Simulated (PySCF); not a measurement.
Gas-phase reaction: 4 BCl2 + 2 HCl + O2 → 2 BCl2OH + 2 BCl3

Energies from PySCF (xtb for GFN2), thermal terms from the rigid-rotor harmonic-oscillator model, ideal gas at 1 bar. † marks an energy on the PBE0/def2-TZVP geometry and frequencies; other levels use their own. MP2 freezes the core. 6-31G* has spherical d functions here. Open shells (unrestricted): BCl2 (multiplicity 2), O2 (multiplicity 3); the rest are closed-shell singlets. GFN2 has no spin-polarisation term. B3LYP is the form with VWN-RPA correlation. BCl2OH: computed as isolated molecules; such fragments, hydroxides, amides, oligomers or adducts are transient or little studied in the gas. MP2 isn't extrapolated to the basis-set limit; its ΔH°(298 K) is -1752.3 kJ in def2-SVP and -1761.4 kJ in def2-TZVPP. The harmonic model lacks anharmonicity and excited electronic states, which grow with temperature; levels with a mode under 35 cm⁻¹ are left out. Internal rotation in BCl2OH is treated as a harmonic vibration of one conformer, which makes the entropy rough.

```
level               ΔE electronic, kJ  ΔH°(298 K), kJ  ΔS°(298 K), J/K  ΔG°(1200 K), kJ
------------------  -----------------  --------------  ---------------  ---------------
B3LYP/6-31G*                    -1689           -1645             -490            -1062
BLYP/def2-TZVP†                 -1615           -1570             -489             -990
GFN2-xTB                        -1880           -1842             -473            -1287
HF/def2-TZVP†                   -1487           -1442             -489             -862
MP2/def2-SVP†                   -1797           -1752             -489            -1172
PBE0/def2-TZVP                  -1696           -1652             -489            -1072
r2SCAN/def2-TZVP†               -1665           -1620             -489            -1040
LDA/def2-TZVP†                  -1870           -1825             -489            -1245
ωB97M-V/def2-TZVP†              -1793           -1749             -489            -1168
ωB97X-V/def2-TZVP†              -1749           -1704             -489            -1124
```
ΔH° is lowest at GFN2-xTB and highest at HF/def2-TZVP†. No reference value is set beside these.
